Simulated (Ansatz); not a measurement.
# CH₂O+ (doublet): the correlation ladder, cc-pVTZ

One table from this session's results is given with a row withheld; the runs are named, their logs left out.

The runs use Ansatz 0.2.0, Gaussian basis; cc-pVTZ, core rule «outside noble gas», up to 2 orbitals frozen.

Plan: UHF; CCSD(T) on ROHF; CCSD(T) on UHF; BCCD(T) on ROHF; CCSDT(Q) on ROHF; CCSDT(Q) on UHF; CASSCF and MRCISD+Q, 11 electrons in 10 orbitals; CASSCF and NEVPT2, 11 electrons in 10 orbitals.

6 further runs of the same task are left out: 6 set aside as unsound or not needed.

### The system

The geometry is a PBE0/def2-TZVP stationary point (not a proven minimum) of the parent state, kept for this charge and spin.

4 atoms, charge 1, spin multiplicity 2.

Atoms are counted from 1 here; the program's logs count them from 0.

Bond lengths: O1–C2 1.195 Å, C2–H3 1.109 Å, C2–H4 1.109 Å. Angles: O1–C2–H3 122.0°, O1–C2–H4 122.0°, H3–C2–H4 115.9°.

Coordinates:

```xyz
4

O     0.0000    0.0000    0.5979
C     0.0000    0.0000   -0.5975
H     0.0000   -0.9400   -1.1855
H     0.0000    0.9400   -1.1855
```

The first run:

in.yaml

```yaml
crystal:
  periodic: [false, false, false]
  atoms:
    - {symbol: O, position_ang: [0.000000, 0.000000, 0.597913]}
    - {symbol: C, position_ang: [0.000000, 0.000000, -0.597504]}
    - {symbol: H, position_ang: [0.000000, -0.940035, -1.185490]}
    - {symbol: H, position_ang: [0.000000, 0.940035, -1.185490]}
basis:
  gaussian: {orbitals: cc-pVTZ}
total_charge: 1
magnetization: {spin_polarized: true, initial_magnetization: 1}
hamiltonian: {xc: hf}
output: {orbitals: {seedname: orbitals}}
```

Run with:

```console
ansatz run in.yaml --threads 1 --pin off --events-out ev --progress --plain --max-ram 4096MiB --backend cpu
```

Among the steps run: UHF; CCSD(T) on ROHF; CCSD(T) on UHF; BCCD(T) on ROHF; CCSDT(Q) on ROHF; CCSDT(Q) on UHF; CASSCF and MRCISD+Q, 11 electrons in 10 orbitals; CASSCF and NEVPT2, 11 electrons in 10 orbitals.

One of the session's tables, all rows but one given; the rest of the session is left out.

| method | from UCCSDT(Q) (kcal/mol) |
| --- | --- |
| ROHF | ? |
| UHF | +234.10 |
| RMP2 | +27.79 |
| UMP2 | +27.84 |
| RCCSD | +10.19 |
| UCCSD | +10.06 |
| RCCSD(T) | +1.17 |
| UCCSD(T) | +1.22 |
| BCCD(T) | +1.09 |
| RCCSDT | +0.57 |
| UCCSDT | +0.55 |
| RCCSDT(Q) | +0.11 |
| UCCSDT(Q) | 0 |
| CASSCF valence | +157.29 |
| NEVPT2 valence | +25.79 |
| MRCISD valence | +9.68 |
| MRCISD+Q valence | +1.78 |

**Question.** Estimate the row for ROHF.

**Answer.** from UCCSDT(Q) (kcal/mol): +239.18. In the column «from UCCSDT(Q) (kcal/mol)» it is the highest.

To keep in mind: Restricted and unrestricted rows rest on different reference determinants; where their highest levels disagree by more than a few hundredths of an eV, they describe different states and don't form one ladder.
